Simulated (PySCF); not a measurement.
**XPS shifts beside NMR shieldings**

Species: C4H3N.
Numbering: `[CH3:1][C:2]#[C:3][C:4]#[N:5]`

Binding energies: PySCF, delta-SCF UKS SCAN, pcX-2 on the ionised atom, pcseg-1 elsewhere, spin-free X2C. Shieldings: GIAO PBE0/pcSseg-1, non-relativistic, same geometry.

```csv
atom,C 1s (eV)
C1,292.43
C2,291.71
C3,291.67
C4,292.62
```

Q: What are the absolute isotropic shieldings of these atoms?

A: 
| atom | environment | C 1s (eV) | isotropic shielding (ppm) |
| --- | --- | --- | --- |
| C3 | alkyne carbon | 291.67 | 124.0 |
| C2 | alkyne carbon | 291.71 | 100.3 |
| C1 | propargylic carbon | 292.43 | 182.2 |
| C4 | nitrile carbon | 292.62 | 75.3 |

Q: Among the listed atoms, is the one with the highest binding energy also the least shielded?

A: Yes: C4 has both (292.62 eV, 75.3 ppm).

By binding energy: C3 ≈ C2 < C1 < C4. By shielding: C4 < C2 < C3 < C1.

The unrestricted hole states depart most from a pure doublet (⟨S²⟩ = 0.75; over 0.85 named) for C 1s of C2 (0.90) and C 1s of C4 (0.86), which makes these values less certain. Geometry: GFN2-xTB; no solvent, vibrations or thermal averaging.
